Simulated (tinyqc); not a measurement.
UHF in the sto-3g basis, for BH, spin multiplicity 3, step by step. One step of it, computed by the program tinyqc.

Task: Iteration 56 (converged): orbitals. Diagonalise F' = X^T F X, C = X C', fill 4 alpha and 2 beta electrons from the bottom; D(s) = C_occ C_occ^T. Each column has its largest component positive (the first on a tie).

converged F(alpha) (hartree), lower triangle:
```
            1B 1s      1B 2s     1B 2px    1B 2py     1B 2pz      2H 1s
1B 1s   -7.270496
1B 2s   -2.139684  -1.026978
1B 2px   0.000000   0.000000  -0.172844
1B 2py   0.000000   0.000000  -0.122087  0.254155
1B 2pz   0.000519   0.100256   0.000000  0.000000   0.245772
2H 1s   -0.053663  -0.122182   0.000000  0.000000  -0.134122  -0.458518
```

converged F(beta) (hartree), lower triangle:
```
            1B 1s      1B 2s    1B 2px    1B 2py     1B 2pz     2H 1s
1B 1s   -7.246785
1B 2s   -2.109870  -0.882808
1B 2px   0.000000   0.000000  0.383694
1B 2py   0.000000   0.000000  0.015701  0.328779
1B 2pz   0.000607  -0.115313  0.000000  0.000000   0.304782
2H 1s   -0.051336  -0.125606  0.000000  0.000000  -0.065307  0.263288
```

X, lower triangle:
```
            1B 1s      1B 2s    1B 2px    1B 2py     1B 2pz     2H 1s
1B 1s    1.028919
1B 2s   -0.142135   1.034467
1B 2px   0.000000   0.000000  1.000000
1B 2py   0.000000   0.000000  0.000000  1.000000
1B 2pz  -0.001278   0.007405  0.000000  0.000000   1.009563
2H 1s    0.009345  -0.062064  0.000000  0.000000  -0.080675  1.015006
```

Give: F' = X^T F X; orbital energies; coefficients C; F' = X^T F X; orbital energies; coefficients C; D(alpha) after iteration 56; D(beta) after iteration 56.

Result:

F' = X^T F X (alpha) (hartree), lower triangle:
```
        1       2       3      4       5       6
1  -7.093
2  -1.105  -0.602
3   0.000   0.000  -0.173
4   0.000   0.000  -0.122  0.254
5  -0.018   0.118   0.000  0.000   0.271
6   0.019  -0.066   0.000  0.000  -0.128  -0.436
```

orbital energies (alpha) (hartree): MO1 -7.276, MO2 -0.497, MO3 -0.403, MO4 -0.205, MO5 0.287, MO6 0.316

coefficients C (alpha):
```
           MO1     MO2     MO3    MO4     MO5     MO6
1B 1s    0.992  -0.187  -0.238  0.000   0.000  -0.057
1B 2s    0.029   0.614   0.822  0.000   0.000   0.200
1B 2px   0.000   0.000   0.000  0.966  -0.257   0.000
1B 2py   0.000   0.000   0.000  0.257   0.966   0.000
1B 2pz   0.000  -0.027  -0.197  0.000   0.000   0.993
2H 1s   -0.002   0.742  -0.645  0.000   0.000  -0.273
```

F' = X^T F X (beta) (hartree), lower triangle:
```
        1       2      3      4       5      6
1  -7.073
2  -1.098  -0.456
3   0.000   0.000  0.384
4   0.000   0.000  0.016  0.329
5   0.013  -0.106  0.000  0.000   0.321
6   0.026  -0.106  0.000  0.000  -0.108  0.296
```

orbital energies (beta) (hartree): MO1 -7.251, MO2 -0.323, MO3 0.244, MO4 0.325, MO5 0.388, MO6 0.417

coefficients C (beta):
```
           MO1     MO2     MO3     MO4    MO5     MO6
1B 1s    0.993  -0.291   0.091   0.000  0.000  -0.004
1B 2s    0.025   0.991  -0.331   0.000  0.000   0.033
1B 2px   0.000   0.000   0.000  -0.257  0.966   0.000
1B 2py   0.000   0.000   0.000   0.966  0.257   0.000
1B 2pz   0.001   0.185   0.574   0.000  0.000   0.813
2H 1s   -0.002   0.129   0.703   0.000  0.000  -0.727
```

D(alpha) after iteration 56, lower triangle:
```
         1B 1s   1B 2s  1B 2px  1B 2py  1B 2pz  2H 1s
1B 1s    1.076
1B 2s   -0.283   1.054
1B 2px   0.000   0.000   0.934
1B 2py   0.000   0.000   0.248   0.066
1B 2pz   0.052  -0.179   0.000   0.000   0.040
2H 1s    0.013  -0.075   0.000   0.000   0.107  0.966
```

D(beta) after iteration 56, lower triangle:
```
         1B 1s  1B 2s  1B 2px  1B 2py  1B 2pz  2H 1s
1B 1s    1.071
1B 2s   -0.264  0.984
1B 2px   0.000  0.000   0.000
1B 2py   0.000  0.000   0.000   0.000
1B 2pz  -0.053  0.184   0.000   0.000   0.034
2H 1s   -0.039  0.128   0.000   0.000   0.024  0.017
```
